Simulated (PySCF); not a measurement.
Structure problem from calculated spectra and properties.

Formula: CH5N.

| Quantity | Value |
| --- | --- |
| Polarisability | 25.8 au [CAM-B3LYP/aug-cc-pVTZ] |
| UV, first state | lowest singlet excitation: 5.59 eV (222 nm, f = 0.012) [TDDFT CAM-B3LYP/aug-cc-pVTZ] |
| Dipole | 1.34 D [CAM-B3LYP/aug-cc-pVTZ] |
| XPS | C1s 291.5, N1s 405.1 eV [ΔSCF SCAN, pcX-3 on the ionised atom, pcseg-2 elsewhere, spin-free X2C] |
| Triplet | lowest triplet excitation (Tamm–Dancoff): 5.39 eV [TDA CAM-B3LYP/aug-cc-pVTZ] |
| 13C NMR | chemical shifts (computed TMS as zero) by class: 33.2 (1 C) ppm [GIAO B97-2/pcSseg-2] |
| Rotational structure | rotational constants A, B, C: 104.004, 23.007, 22.100 GHz [PBE0-D3(BJ)/def2-TZVP] |
| Couplings | largest of the computed one-bond spin–spin couplings (means over like bonds): 13C–1H +136.9 (×3), 15N–1H -66.9 (×2), 15N–13C -3.4 Hz [B3LYP/pcJ-2] |

Gas-phase values; electronic properties from PySCF, density fitting. Levels stand in brackets. Isolated species at its PBE0-D3(BJ)/def2-TZVP geometry, gas phase. NMR values are class means; diastereotopic atoms form classes of their own.

Question: Propose a structure and show how it fits.

Answer: Its formula, CH5N, gives 0 degrees of unsaturation, so no ring and no π bond. The one carbon: N-methyl carbon (33.2 ppm). The couplings run between: +136.9 Hz, N-methyl carbon and its hydrogen (with 2 like pairs); -66.9 Hz, primary amine nitrogen and its hydrogen (with 1 like pair); -3.4 Hz, primary amine nitrogen and N-methyl carbon. The core levels belong to: C1s 291.5 eV, N-methyl carbon; N1s 405.1 eV, primary amine nitrogen. By its constants the optimised geometry is an asymmetric top. Structure: methylamine, `CN`.
